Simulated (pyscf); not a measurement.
Elementary routes open to H₂Si=PH + water (H₂O) in the gas phase (singlet surface):
A. HO–PH–SiH₃ (H–O broken; O–P, H–Si formed)
B. HO–SiH₂–PH₂ (H–O broken; H–P, O–Si formed)

PySCF, gas phase, ωB97X-D3(BJ)/def2-SVP geometries. Correlated levels are frozen-core, on RHF or UHF. ΔMP2 is the change of the MP2 total energy from the triple- to the quadruple-zeta basis.

Problem. Rank the routes by free-energy barrier at 900 K, lowest first, for CCSD(T)/def2-TZVPP + ΔMP2(QZVPP) energies (ideal gas, 1 atm, RRHO with modes under 100 cm⁻¹ raised to 100, one conformer, R ln 2 for chiral ones without a mode under 150 cm⁻¹).

Solution. B (1.23 eV), A (2.69 eV)

Route B is the fastest of these, ahead of the next by 1.45 eV. The most stable products are those of B (ΔG = -0.98 eV), so kinetics and thermodynamics agree. At 298 K B is still the fastest. B: On the reactant side the descent ends in an adduct with a O–Si contact, 0.47 eV under the separated species and 0.16 eV under the saddle at ωB97X-D3(BJ)/def2-TZVP. Only these routes are compared; each barrier is that of the saddle found, and lower ones may exist. The CCSD(T) − MP2 part came from Ansatz, without density fitting, on the same reference.
